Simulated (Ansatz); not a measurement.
# Counterpoise correction, worked out

The pair of HCl (SMILES Cl, atoms 1–2) and C₂H₆ (SMILES CC, atoms 3–10), both closed shells, in one local arrangement (a lower one may exist), relaxed at PBE0-D4/def2-TZVP:

Cl1  (0.013, -0.447, -3.150)
H2  (0.256, -0.725, -1.922)
C3  (-0.395, 0.816, 0.668)
C4  (0.326, -0.520, 0.595)
H5  (-1.316, 0.736, 1.249)
H6  (0.230, 1.576, 1.140)
H7  (-0.664, 1.182, -0.326)
H8  (1.257, -0.443, 0.024)
H9  (-0.302, -1.290, 0.135)
H10  (0.596, -0.887, 1.587)
(Å)

Ansatz 0.2.0; basis: def2-TZVPPD; cores frozen in the correlated methods.

MP2 total energies in eV:

| system | geometry | basis functions | energy |
| --- | --- | --- | --- |
| pair | pair | all | -14692.51435 |
| HCl | as in the pair | all (partner as ghosts) | -12525.55207 |
| C₂H₆ | as in the pair | all (partner as ghosts) | -2166.90284 |
| HCl | as in the pair | its own | -12525.53629 |
| C₂H₆ | as in the pair | its own | -2166.89791 |
| HCl | free (PBE0-D4 minimum) | its own | -12525.53710 |
| C₂H₆ | free (PBE0-D4 minimum) | its own | -2166.90006 |

Problem. Work out the interaction energy with and without the counterpoise correction, the superposition error, and the binding energy from the relaxed fragments.

Solution. Without correction: -14692.51435 − (-12525.53629) − (-2166.89791) = -0.08015 eV.
With correction (each fragment in the whole basis): -14692.51435 − (-12525.55207) − (-2166.90284) = -0.05944 eV = -1.37 kcal/mol.
The superposition error is the difference, 0.02071 eV, 26 % of the uncorrected value: each fragment borrows its partner's functions.
Deformation from the free shapes: 0.00081 eV for HCl and 0.00215 eV for C₂H₆.
Binding energy from relaxed fragments: -0.05944 + 0.00081 + 0.00215 = -0.05648 eV = -1.30 kcal/mol (electronic, without zero-point energy; negative means bound). For comparison, the corrected interaction energy by CCSD(T) at an estimated basis limit (MP2 extrapolated from triple and quadruple zeta, plus CCSD(T) − MP2 in triple zeta) is -0.063 eV.

No T1 diagnostic of these runs exceeds 0.008.

For scale, one of the runs: CCSD(T)/def2-TZVPPD, 244 basis functions, launched by `ansatz run in.yaml --threads 4 --pin off --events-out ev --progress --plain --max-ram 9574MiB`. The run took 44 s on 4 CPU threads of an Intel Xeon Platinum 8488C (shared host), with 4.8 GiB of host memory at its peak.
